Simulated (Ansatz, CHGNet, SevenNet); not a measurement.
**How the lattice constant a of 1T (CdI2-type) TiTe₂ moves with the method**

No measured value is used here.

| level (code) | value (Å) |
|---|---|
| CHGNet 0.3.0 | 3.713 |
| CHGNet-r²SCAN | 3.820 |
| SevenNet-l3i5 | 3.773 |
| LDA (Ansatz) | 3.666 |
| PBE (Ansatz) | 3.765 |
| PBEsol (Ansatz) | 3.696 |
| PBE-D3(BJ) (Ansatz) | 3.698 |
| r²SCAN (Ansatz) | 3.802 |
| r²SCAN+rVV10 (Ansatz) | 3.782 |

CHGNet 0.3.0, CHGNet-r²SCAN: the cell has another shape than the first-principles one, perhaps another minimum in the same group. LDA: LDA has no dispersion term either, though it tends to give short spacings of layers, chains or molecules. PBE, r²SCAN: for a layered or molecular solid the relaxed cell lies over 5 % above the published volume, where the minimum can be shallow. PBE, PBEsol, r²SCAN: the cell comes from a level without a dispersion term, which matters for the spacing of layers, chains or molecules. Cutoffs and k meshes differ between the levels. Ansatz's density-functional and Hartree–Fock values are scalar-relativistic unless marked +SOC, with PAW data made under PBE.

Machine-learned potentials (CHGNet 0.3.0, CHGNet-r²SCAN, SevenNet-l3i5) are trained on DFT data: a solid inside that data is no test of them.

Ansatz is a quantum-chemistry and plane-wave program.
